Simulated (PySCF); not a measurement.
**The electron affinity along the alkali metals**

All values are computed (PySCF 2.14, energy differences of UHF-based or UKS calculations, no spin-orbit coupling). Values in eV. The last column holds reference values (measured affinities from photodetachment; the arrow runs from anion to atom). Unmarked ones compare directly (S terms, centres of terms, or small fine structure); those marked * lie between the lowest fine-structure levels and include a spin-orbit shift.

| element | configurations | MP2 (valence) | SCS-MP2 (valence) | CCSD(T) (valence) | SCS-MP2 (valence and next inner shell) | CCSD (valence and next inner shell) | LDA | reference |
| --- | --- | --- | --- | --- | --- | --- | --- | --- |
| Li (def2-TZVPPD, non-relativistic) | [He] 2s2 → [He] 2s1 | 0.094 | 0.188 | 0.463 | 0.193 | 0.456 | 0.386 | 0.618 |
| K (def2-TZVPPD, non-relativistic) | [Ar] 4s2 → [Ar] 4s1 | 0.197 | 0.273 | 0.445 | 0.311 | 0.414 | 0.518 | 0.501 |
| Rb (def2-TZVPPD with the def2 core potential (28 electrons), ECP) | [Kr] 5s2 → [Kr] 5s1 | 0.207 | 0.281 | 0.427 | 0.329 | 0.403 | 0.542 | 0.486 |
| Cs (def2-TZVPPD with the def2 core potential (46 electrons), ECP) | [Xe] 6s2 → [Xe] 6s1 | 0.209 | 0.277 | 0.412 | 0.339 | 0.389 | 0.547 | 0.472 |

| method | elements | mean error (eV) | mean absolute error (eV) | largest error (eV) |
| --- | --- | --- | --- | --- |
| MP2 (valence) | 4 | -0.343 | 0.343 | -0.524 |
| SCS-MP2 (valence) | 4 | -0.265 | 0.265 | -0.430 |
| CCSD(T) (valence) | 4 | -0.083 | 0.083 | -0.155 |
| SCS-MP2 (valence and next inner shell) | 4 | -0.226 | 0.226 | -0.425 |
| CCSD (valence and next inner shell) | 4 | -0.104 | 0.104 | -0.162 |
| LDA | 4 | -0.021 | 0.095 | -0.233 |

The highest occupied level of the anion is positive for Li⁻ at LDA; K⁻ at LDA; Rb⁻ at LDA; Cs⁻ at LDA, so there the basis helps to hold the electron.

Errors include the incompleteness of the basis and the frozen core.

"Valence" correlates the outer s and p shells and, in groups 3 to 12 and the f block, the outer d or f shell, open or full, or the next shell where the ion has no valence electron left; the wider scheme adds the next inner shell.
